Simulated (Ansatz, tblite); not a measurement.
# The cluster Y₃: rung by rung

An exercise on one series of results from a longer session: the logs are not shown, and one member is left open.

The runs use Ansatz 0.2.0, Gaussian basis; as each input shows.

Levels to be run: GFN1-xTB, GFN2-xTB, PBE-D4/def2-TZVP, r2SCAN-D4/def2-TZVP, HSE06-D4/def2-TZVP, LC-ωPBE/def2-TZVP, B97M-V/def2-TZVP, HF/def2-TZVP, ωB97X-V/def2-TZVP, PBE+5HF/def2-TZVP, PBE+10HF/def2-TZVP, PBE+15HF/def2-TZVP, PBE+35HF/def2-TZVP, PBE+50HF/def2-TZVP, PBE-D4/def2-SVP, PBE0-D4/def2-SVP, PBE0-D4/def2-TZVPD, PBE-D4/def2-TZVPD, r2SCAN-D4/def2-TZVPD, CCSD(T)/def2-TZVP, RPA/def2-TZVP, CCSD(T)/def2-TZVPD.

## The structure

The doublet was relaxed beforehand with r2SCAN-D4/def2-TZVP. At that level it is the lowest of the isomers that a small search found.

3 atoms, charge 0, spin multiplicity 2.

Bond lengths: Y1–Y2 3.184 Å, Y1–Y3 3.184 Å, Y2–Y3 3.184 Å. Angles: Y2–Y1–Y3 60.0°, Y1–Y2–Y3 60.0°, Y1–Y3–Y2 60.0°.

Y takes a core potential in the def2 sets. No spin-orbit coupling is included.

PBE0-D4/def2-TZVP was run before; its log isn't repeated, and its numbers join the tables.

The first run:

Tight binding, by tblite at 300 K electronic temperature and without a spin-polarisation term:

```python
tblite.interface.Calculator('GFN1-xTB', numbers, positions, charge=0, uhf=1).singlepoint()
```

Tight binding, by tblite at 300 K electronic temperature and without a spin-polarisation term:

```python
tblite.interface.Calculator('GFN2-xTB', numbers, positions, charge=0, uhf=1).singlepoint()
```

start.molden holds the orbitals of an earlier run on this state, given as this run's starting guess.

The input, in.yaml:

```yaml
crystal:
  periodic: [false, false, false]
  atoms:
    - {symbol: Y, position_ang: [0.589983, 1.002436, 1.423710]}
    - {symbol: Y, position_ang: [-0.498106, -1.751546, 0.252678]}
    - {symbol: Y, position_ang: [-0.091878, 0.749100, -1.676388]}
basis:
  gaussian: {orbitals: def2-TZVP, initial_orbitals: start.molden}
magnetization: {spin_polarized: true, initial_magnetization: 1}
hamiltonian: {xc: pbe, dispersion: d4}
scf: {omitted_lower_state_checks: [starts]}
output: {orbitals: {seedname: orbitals}}
```

Run with:

```sh
ansatz run in.yaml --threads 4 --pin off --events-out ev --progress --plain --max-ram 3916MiB
```

Among the steps run: PBE-D4/def2-TZVP; r2SCAN-D4/def2-TZVP; HSE06-D4/def2-TZVP; LC-ωPBE/def2-TZVP; B97M-V/def2-TZVP; HF/def2-TZVP; ωB97X-V/def2-TZVP; PBE+5HF/def2-TZVP; PBE+10HF/def2-TZVP; PBE+15HF/def2-TZVP; PBE+35HF/def2-TZVP; PBE+50HF/def2-TZVP; PBE-D4/def2-SVP; PBE0-D4/def2-SVP; PBE0-D4/def2-TZVPD; PBE-D4/def2-TZVPD; r2SCAN-D4/def2-TZVPD; CCSD(T)/def2-TZVP; RPA/def2-TZVP; CCSD(T)/def2-TZVPD.

One table of the session follows, with a row left open; its other results are not shown here.

```
               level  HOMO (eV)  LUMO (eV)  gap (eV)
        HF/def2-TZVP      -5.02       0.21      5.23
     PBE-D4/def2-SVP      -3.17      -2.79      0.38
    PBE-D4/def2-TZVP      -3.14      -2.75      0.38
   PBE-D4/def2-TZVPD      -3.14      -2.75      0.38
 r2SCAN-D4/def2-TZVP      -3.40      -2.50      0.90
r2SCAN-D4/def2-TZVPD      -3.40      -2.50      0.90
    B97M-V/def2-TZVP      -3.16      -2.68      0.48
    PBE0-D4/def2-SVP      -3.84      -1.99      1.85
   PBE0-D4/def2-TZVP      -3.80      -1.93      1.87
  PBE0-D4/def2-TZVPD      -3.80      -1.93      1.87
  HSE06-D4/def2-TZVP      -3.42      -2.30      1.13
   LC-ωPBE/def2-TZVP      -5.67      -0.12      5.55
   ωB97X-V/def2-TZVP      -5.34      -0.19      5.15
   PBE+5HF/def2-TZVP          ?          ?         ?
  PBE+10HF/def2-TZVP      -3.40      -2.42      0.97
  PBE+15HF/def2-TZVP      -3.53      -2.26      1.27
  PBE+35HF/def2-TZVP      -4.06      -1.60      2.46
  PBE+50HF/def2-TZVP      -4.45      -1.10      3.35
```

Estimate the missing values for PBE+5HF/def2-TZVP.

**Answer.** HOMO (eV): -3.26; LUMO (eV): -2.59; gap (eV): 0.68. In the column «HOMO (eV)» it lies between PBE+10HF/def2-TZVP (-3.40) and PBE-D4/def2-SVP (-3.17).

Caveats from the session: Doubts: state flagged by the program, large T1 diagnostic, spin contamination. Notes on CCSD(T)/def2-TZVPD: large T1 diagnostic, spin contamination, state flagged by the program.
